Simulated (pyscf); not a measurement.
This saddle point was located with ωB97X-D3(BJ)/def2-SVP in PySCF.

```
O
H 1 1.1146
O 2 1.3236 1 129.39
H 3 0.9648 2 112.51 1 -111.41
Si 1 1.7120 2 144.39 3 168.23
O 5 1.6447 1 105.48 2 155.84
H 6 0.9775 5 108.48 1 46.53
O 5 1.6511 6 109.59 7 162.35
H 8 0.9631 5 115.82 6 -34.46
Si 1 1.8308 2 83.19 3 0.13
O 10 1.6933 1 133.54 2 73.94
H 11 0.9621 10 114.75 1 -99.59
O 10 1.7304 11 91.68 12 171.95
H 13 0.9630 10 111.71 11 -16.21
C 5 1.8468 6 117.08 7 -72.86
H 15 1.1006 5 111.20 6 -59.41
H 15 1.1008 16 108.71 5 -120.01
H 15 1.1012 16 108.36 17 -117.96
C 10 1.8612 11 118.01 12 65.32
H 19 1.0991 10 112.47 11 -88.66
H 19 1.1015 20 108.85 10 121.02
H 19 1.1018 20 108.84 21 116.75
```

Surface: singlet, charge 0. Lowest wavenumbers (cm⁻¹): 838i, 19, 33, 66, 105.

Q: Which two sides does it connect, and which bonds change?

A: H₃C–Si(OH)(OH)–OH (SMILES C[Si](O)(O)O) + H₃C–Si(OH)(OH)–OH (SMILES C[Si](O)(O)O) <-> H₃C–Si(OH)(OH)–O–Si(CH₃)(OH)–OH (SMILES C[Si](O)(O)O[Si](C)(O)O) + H₂O (SMILES O), a four-centre exchange read from left to right: O–Si, H–O broken and O–Si, H–O formed. At ωB97M-D3(BJ)/def2-TZVP it lies +18.6 kcal/mol from the left side and +24.2 kcal/mol from the right (each side as separated species at their lowest minima found). On the reactant side the descent ends in a complex (not fully relaxed), 7.1 kcal/mol under the separated species and 24.7 kcal/mol under the saddle at ωB97X-D3(BJ)/def2-TZVP. On the product side the descent ends in a bound adduct (not fully relaxed), 9.5 kcal/mol under the separated species and 34.4 kcal/mol under the saddle at ωB97X-D3(BJ)/def2-TZVP. One saddle was located; it need not be the lowest between these sides.
